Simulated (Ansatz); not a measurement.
A calculation on graphite returned lattice constant a 2.477 Å, lattice parameter c 9.745 Å, equilibrium volume per atom 13.04 Å³/atom.

For reference: lattice constant a 2.461 Å (measured, 300 K, no zero-point or thermal correction, our sources range from 2.456 to 2.461; as tabulated in Wikipedia's data pages); lattice parameter c 6.67 Å (measured, low temperature, zero-point motion not removed; as tabulated in Berland et al. (2010), arXiv:1007.3305).

Which level of theory produced these numbers?
(A) rVV10 (Ansatz, a quantum-chemistry and plane-wave program)
(B) PBE (Ansatz)
(C) PBE0-D4 (Ansatz)
(D) RPBE (Ansatz)

D, RPBE (Ansatz)

The others give: PBE 2.467 Å, 8.718 Å, 11.53 Å³/atom; rVV10 2.470 Å, 6.744 Å, 8.91 Å³/atom; PBE0-D4 2.443 Å, 6.583 Å, 8.51 Å³/atom.

Unless a cell is named, each level is at its own relaxed cell (PBE 11.48, PBE0-D4 8.51, RPBE 12.95, rVV10 8.91 Å³/atom).

Caveats: exact exchange on metals is sensitive to the k mesh and can open a false gap (PBE0-D4); for a layered or molecular solid the relaxed cell lies over 5 % above the published volume, where the minimum can be shallow (PBE, RPBE); the cell comes from a level without a dispersion term, which matters for the spacing of layers, chains or molecules (PBE, RPBE); the run warned that the count of filled bands differs between k points (PBE0-D4). Ansatz's density-functional and Hartree–Fock values are scalar-relativistic unless marked +SOC, with PAW data made under PBE.
